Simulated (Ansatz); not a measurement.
Results of B3LYP (VWN-RPA form) in Ansatz (plane waves, PAW) for trigonal Se.

Run with plane-wave cutoff 460 eV, 9×9×6 k mesh (along the axes of the cell as run), Fermi–Dirac smearing 0.01 eV, scalar-relativistic PAW data made under PBE.

Cell (measured lattice):

```cif
data_Se3
_chemical_formula_sum 'Se3'
_space_group_name_H-M_alt 'P3121'
_space_group_IT_number 152
_space_group_name_Hall 'P 31 2"'
_cell_length_a 4.36600
_cell_length_b 4.36600
_cell_length_c 4.95400
_cell_angle_alpha 90.000
_cell_angle_beta 90.000
_cell_angle_gamma 120.000
loop_
_atom_site_label
_atom_site_type_symbol
_atom_site_symmetry_multiplicity
_atom_site_Wyckoff_symbol
_atom_site_fract_x
_atom_site_fract_y
_atom_site_fract_z
_atom_site_occupancy
Se1 Se 3 a 0.77500 0.77500 0.00000 1
```

Q: Estimate the band gap, smallest direct gap on the k points sampled and Γ–Γ gap that the calculation returns.

A: 
- band gap = 2.13 eV (indirect)
- smallest direct gap on the k points sampled = 2.41 eV
- Γ–Γ gap = 3.71 eV

Note: cell and atoms aren't relaxed at this level (largest force component 0.17 eV/Å, pressure 4.0 GPa).

Spin–orbit coupling is not included.

Computed values are for the static lattice.

Ansatz is a first-principles code.
